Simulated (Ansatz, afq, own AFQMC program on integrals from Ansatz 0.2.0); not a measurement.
Two steps: Ansatz 0.2.0 writes the Fock matrix and Cholesky factors of the valence space, and afq projects on them the lowest state that overlaps trial and start.

```yaml
crystal:
  periodic: [false, false, false]
  atoms:
    - {symbol: Al, position_ang: [0.000000, 0.000000, 0.000000]}
    - {symbol: H, position_ang: [0.000000, 0.000000, 1.483000]}
basis:
  gaussian: {orbitals: cc-pVTZ}
magnetization: {spin_polarized: true, initial_magnetization: 0}
correlation: {method: ccsd_t, electrons: outside_noble_gas, hamiltonian_folder: ham}
```

```sh
$ ansatz run in.yaml --threads 1 --pin off --events-out ev --progress --plain --max-ram 16896MiB --backend cuda --devices 0, --max-vram 18GiB
```

afq runs on the folder ham with

```
--method phaseless --trial cisd --walkers 4000 --populations 20 --least-time 60 --time-step 0.005 --steps-per-block 50 --equilibration-blocks 28 --max-blocks 4000 --target-error 0.00012 --factor-cut 1e-05 --start spin_pure --seed 6538 --release-times 0.24,0.51,0.99,1.62,2.4 --release-step 0.03 --release-every 3 --taylor-order 6
```

Times are imaginary, in 1/Eh. The walk had a cap of 122 s. With eight or more populations the least sampling time is a fifth of least-time, and the error comes from their spread.

Log:

```
orbitals 43  electrons 2 2  factors 278 of 292
reference energy -242.45472000 Eh
CCSD correlation -0.08245053 Eh in 11 cycles, weight of the determinant in the CISD state 0.9148
energy of the start -242.537169 Eh
 block  time / (1/Eh)  mean weight  energy / Eh
     1     0.250  1.0001  -242.536907
     2     0.500  0.9999  -242.537007
     3     0.750  1.0000  -242.537197
     4     1.000  0.9999  -242.537445
     5     1.250  1.0000  -242.537615
    10     2.500  0.9999  -242.538310
    15     3.750  0.9999  -242.538682
    20     5.000  1.0000  -242.538801
    25     6.250  1.0000  -242.538857
    30     7.500  1.0001  -242.538796
    35     8.750  1.0001  -242.539045
    40    10.000  1.0000  -242.538953
    42    10.500  1.0000  -242.539140
    45    11.250  0.9998  -242.538792
    50    12.500  0.9999  -242.539032
    54    13.500  1.0001  -242.538473
    55    13.750  0.9999  -242.538636
    60    15.000  0.9999  -242.538692
    65    16.250  0.9999  -242.538757
    70    17.500  0.9999  -242.539049
    75    18.750  1.0001  -242.538989
    78    19.500  1.0001  -242.538998
error from the spread of 20 populations
released: time / (1/Eh)  energy / Eh  error  mean overlap
  0.24  -242.538840  0.000049  1.0011
  0.51  -242.538870  0.000035  1.0002
  0.99  -242.538895  0.000033  0.9975
  1.62  -242.538876  0.000032  0.9967
  2.40  -242.538915  0.000032  0.9959
energy -242.538845 +/- 0.000043 Eh
(rows thinned)
```

The run passed its tests (sampling time, drift between the halves within three errors, error under three times the target), which doesn't prove that it has relaxed. The second half of the sampling lies above the first by 2.0 errors of their difference, so the energy may still be moving and its error bar be too small.

Against this walk (error 1.2 meV) on the same determinant: CCSD(T) 8.7 meV higher, CCSDT(Q) 2.0 meV lower (within the noise), full CI 2.3 meV lower (within the noise). The error is statistical and leaves out the bias of the constraint. Released to 2.40 1/Eh the energy moves by -1.9 ± 1.4 meV (both errors), within twice the noise.

Cautions: constraint bias not in the error; an unrestricted solution with more broken spin lies lower (29 meV, ⟨S²⟩ 0.24), while this determinant keeps restricted orbitals.

The walk took 33 s on 1 × NVIDIA H100 80GB HBM3 with 2 threads of AMD EPYC 7R13 Processor (Zen 3), on a shared host (the card was shared). The log's last line is the phaseless energy.

CCSDT and higher add their correlation energy to the determinant of the CCSD(T) run, since their own runs factorise the integrals more tightly (a shift of under 2 meV). A walk keeps the symmetry of its determinant, which the program's search chose and which needn't be the lowest solution, so a lower state of the same spin and another symmetry isn't excluded.
